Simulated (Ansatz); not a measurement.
The cluster Li₃⁺. The state is a triplet with charge 1. Geometry r2SCAN/def2-TZVP; atoms count from 1.

```xyz
3

Li   -1.053    0.150   -3.041
Li    0.000    0.000    0.000
Li    1.054   -0.150    3.041
```

At PBE0/def2-TZVP a singlet of charge 1 lies 0.81 eV below the triplet, each at its own geometry. The structure comes from a short search, and lower isomers may exist.

Problem. Estimate the Mulliken populations from the PBE0/def2-TZVP orbitals of Ansatz.

Solution. 
| atom | charge (e) | spin (α − β) |
| --- | --- | --- |
| Li1 | 0.39 | 0.61 |
| Li2 | 0.22 | 0.78 |
| Li3 | 0.39 | 0.61 |
Mulliken values and Mayer orders depend strongly on the basis.

Problem. Where does the spin sit?

Solution. Summed by element: Li 2.00, of 2 unpaired in all. Largest on single atoms: Li2 0.78, Li1 0.61, Li3 0.61.
